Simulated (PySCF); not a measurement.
# CH3F: geometry, coupled-cluster ionisations and excitations

Wanted: the coupled-cluster ionisations and excitations of CH3F (`CF`), by calculation.

The runs use PySCF 2.14.0, with density-fitted response routines of our own; the level of theory stands in each step. All values are computed, except where a source is named. Atoms count from 0, in the outputs and in this text.

### 1 The starting structure

5 atoms, charge 0, multiplicity 1; geometry from: GFN2-xTB.

Bonds of the start (Å): C0–F1 1.36, C0–H2 1.09, C0–H3 1.09, C0–H4 1.09.

### 2 Relaxing the molecule at PBE0-D3(BJ)/def2-TZVP

Job settings and geometry (Å):

```
{"job": {"xc": "PBE0", "basis": "def2-TZVP", "d3": "d3bj", "grid": 2, "kind": "geom"}, "charge": 0, "multiplicity": 1}
C     -0.719530     0.108210     0.074650
F      0.622330    -0.093580    -0.064560
H     -0.978410    -0.050470     1.122090
H     -0.940780     1.131970    -0.229120
H     -1.237080    -0.607070    -0.565700
```

**Question.** This job is followed by: EOM-CCSD/cc-pVTZ, vertical, frozen core, gas phase. What will the session give for the following? point group; rotational constants (main isotopes); correlation energy, MP2 and CCSD; T1 diagnostic; first ionisation (EOM-IP-CCSD).

**Answer**, as computed:

```
                            quantity                     value
                         point group                       C3v
rotational constants (main isotopes)  156.88, 25.91, 25.91 GHz
    correlation energy, MP2 and CCSD         -11.81, -12.25 eV
                       T1 diagnostic                    0.0091
      first ionisation (EOM-IP-CCSD)                  13.15 eV
```

What this shows: Relaxing lowered the energy by 0.009 eV in 3 steps; the close pair that moved most is C0–F1, from 1.364 to 1.376 Å. No frequency check was run at this level, so the end point may be a saddle. MP2 recovers 96 % of the CCSD correlation energy. For the hole of the first ionisation, Koopmans' theorem lies 1.19 eV above EOM-IP-CCSD.
